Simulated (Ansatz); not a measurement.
**CH2 (triplet): basis-set convergence**

One table from this session's results is given with a row withheld; the runs are named, their logs left out.

Method: one geometry, several basis sets; program: Ansatz 0.2.0, Gaussian basis.

Plan: PBE0-D4/def2-SVP; ωB97M-V/def2-SVP; PBE0-D4/def2-QZVPP; ωB97M-V/def2-QZVPP; CCSD(T)/cc-pV(D+d)Z; CCSD(T)/cc-pV(T+d)Z; CCSD(T)/cc-pV(Q+d)Z; the functionals' def2-TZVPP values are taken from earlier runs.

### The relaxed structure

All runs share one geometry, relaxed beforehand with PBE0-D4 in a triple-zeta def2 set.

SMILES `[CH2]`, 3 atoms, charge 0, spin multiplicity 3.

Atoms are counted from 1 here; the program's logs count them from 0.

Bond lengths: C1–H2 1.079 Å, C1–H3 1.079 Å. Angles: H2–C1–H3 134.9°.

The first run:

Contents of in.yaml:

```yaml
crystal:
  periodic: [false, false, false]
  atoms:
    - {symbol: C, position_ang: [0.164514, -0.210388, 0.069345]}
    - {symbol: H, position_ang: [0.556440, 0.743459, 0.386513]}
    - {symbol: H, position_ang: [-0.720954, -0.533072, -0.455858]}
basis:
  gaussian: {orbitals: def2-SVP}
magnetization: {spin_polarized: true, initial_magnetization: 2}
hamiltonian: {xc: pbe0, dispersion: d4}
output: {orbitals: {seedname: orbitals}}
```

Command:

```console
> ansatz run in.yaml --threads 2 --pin off --events-out ev --progress --plain --max-ram 32768MiB --backend cpu
```

Among the steps run: PBE0-D4 in def2-SVP; ωB97M-V in def2-SVP; PBE0-D4 in def2-QZVPP; ωB97M-V in def2-QZVPP.

One table of the session follows, with a row left open; its other results are not shown here.

It belongs to the step «Density functionals: the series». 

| functional | basis | HOMO (eV) |
| --- | --- | --- |
| PBE0-D4 | def2-SVP | -7.09 |
| PBE0-D4 | def2-TZVPP | -7.17 |
| PBE0-D4 | def2-QZVPP | -7.19 |
| ωB97M-V | def2-SVP | -9.19 |
| ωB97M-V | def2-TZVPP | ? |
| ωB97M-V | def2-QZVPP | -9.33 |

**Question.** Estimate the row for ωB97M-V, def2-TZVPP.

The run gave: HOMO (eV): -9.32. In the column «HOMO (eV)» it lies between ωB97M-V, def2-QZVPP (-9.33) and ωB97M-V, def2-SVP (-9.19).
